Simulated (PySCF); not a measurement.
S2: from constants to spectrum

UHF-CCSD(T) constants of S2, ³Σg⁻ (triplet), unpaired electrons π ↑↑ (basis S 6-31G(d,p); no relativity; PySCF 2.14; masses 31.9721 and 31.9721 u):

| Property | Result |
| --- | --- |
| ωe | 704.0 cm⁻¹ |
| ωexe | 2.96 cm⁻¹ |
| Be | 0.28486 cm⁻¹ |
| αe | 0.00158 cm⁻¹ |
| De to S + S | 3.52 eV |

**Question.** What force constant and bond length do these constants imply?

**Answer.** Reduced mass μred = 15.986 u; k = 5.8918×10⁻⁷·μred·ωe² (u, cm⁻¹, mdyn/Å) = 4.67 mdyn/Å; Re = √(16.8576/(μred·Be)) (u, cm⁻¹, Å) = 1.924 Å.

**Question.** Estimate the centrifugal constant D from the Kratzer relation and find the Dunham coefficient a1.

**Answer.** D = 4Be³/ωe² = 1.87e-07 cm⁻¹; a1 = −1 − αeωe/(6Be²) = -3.28.

Measured values (Huber and Herzberg, Constants of Diatomic Molecules (1979)): ωe = 725.65 cm⁻¹, ωexe = 2.844 cm⁻¹, Be = 0.29547 cm⁻¹, αe = 0.00157 cm⁻¹.

Correlated steps freeze 10 core orbitals. Correlated levels converge slowly with the basis: in double zeta they bind strong bonds too weakly, by up to about 1 eV, and carry superposition errors of some tenths. The state is the lowest determinant that a PBE0 search found; another state may lie lower at other levels.
